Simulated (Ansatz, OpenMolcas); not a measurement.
## How basis sets differ on BHF2 (SMILES FBF)

BHF2, singlet, SMILES `FBF`. Each level relaxes the structure for itself.

Each level gives the highest harmonic wavenumber at each level's own minimum (cm⁻¹). The values are calculated.

```
                          level          kind     program  value (cm⁻¹)
                      HF/STO-3G  Hartree–Fock      Ansatz          3240
                       HF/3-21G  Hartree–Fock      Ansatz          2948
HF/6-31G* (Cartesian functions)  Hartree–Fock      Ansatz          2869
                        HF/pc-1  Hartree–Fock  OpenMolcas          2896
                     HF/cc-pVTZ  Hartree–Fock      Ansatz          2797
```

Harmonic and unscaled. The values span 2797 to 3240 cm⁻¹. Without the sets that lack polarisation functions the rows with a basis span only 2797 to 2896 cm⁻¹.
